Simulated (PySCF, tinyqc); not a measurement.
RHF in the sto-3g basis, for CH+, spin multiplicity 1, step by step. This run ends on a higher stationary point, not on the lowest solution. The lowest restricted solution is unstable here: a spin-polarised one lies 0.0085 hartree lower (PySCF). One step of it, computed by the program tinyqc.

Question. Iteration 1: diagonalisation and new density. Diagonalise F' = X^T F X, C = X C', fill 3 alpha and 3 beta electrons from the bottom; D = 2 C_occ C_occ^T. Each column has its largest component positive (the first on a tie).

Fock matrix F (hartree), lower triangle:
```
             1C 1s      1C 2s     1C 2px     1C 2py     1C 2pz      2H 1s
1C 1s   -11.563558
1C 2s    -3.115347  -1.578819
1C 2px    0.000000   0.000000  -0.187651
1C 2py    0.000000   0.000000  -0.072283  -0.657398
1C 2pz    0.035439  -0.162143   0.000000   0.000000  -0.465326
2H 1s    -0.400495  -0.583367   0.000000   0.000000  -0.471754  -0.533745
```

X, lower triangle:
```
            1C 1s      1C 2s    1C 2px    1C 2py     1C 2pz     2H 1s
1C 1s    1.025122
1C 2s   -0.135762   1.078818
1C 2px   0.000000   0.000000  1.000000
1C 2py   0.000000   0.000000  0.000000  1.000000
1C 2pz  -0.006712   0.056210  0.000000  0.000000   1.057886
2H 1s    0.020526  -0.204081  0.000000  0.000000  -0.211069  1.110391
```

Give: F' = X^T F X; orbital energies; coefficients C; D after iteration 1.

Answer.

F' = X^T F X (hartree), lower triangle:
```
          1        2        3        4        5        6
1  -11.3283
2   -1.6007  -0.9365
3    0.0000   0.0000  -0.1877
4    0.0000   0.0000  -0.0723  -0.6574
5    0.0351  -0.0663   0.0000   0.0000  -0.3441
6   -0.0121  -0.3200   0.0000   0.0000  -0.3534  -0.2704
```

orbital energies (hartree): MO1 -11.5696, MO2 -0.9615, MO3 -0.6683, MO4 -0.4459, MO5 -0.1768, MO6 0.0979

coefficients C:
```
            MO1      MO2     MO3      MO4      MO5      MO6
1C 1s    0.9936  -0.2070  0.0000  -0.1791   0.0000   0.0879
1C 2s    0.0253   0.7202  0.0000   0.6988   0.0000  -0.4685
1C 2px   0.0000   0.0000  0.1487   0.0000   0.9889   0.0000
1C 2py   0.0000   0.0000  0.9889   0.0000  -0.1487   0.0000
1C 2pz  -0.0015   0.3453  0.0000  -0.6507   0.0000  -0.7901
2H 1s   -0.0039   0.3640  0.0000  -0.3418   0.0000   1.0345
```

D after iteration 1, lower triangle:
```
          1C 1s   1C 2s  1C 2px  1C 2py  1C 2pz   2H 1s
1C 1s    2.0600
1C 2s   -0.2478  1.0386
1C 2px   0.0000  0.0000  0.0442
1C 2py   0.0000  0.0000  0.2941  1.9558
1C 2pz  -0.1460  0.4973  0.0000  0.0000  0.2385
2H 1s   -0.1584  0.5241  0.0000  0.0000  0.2514  0.2650
```
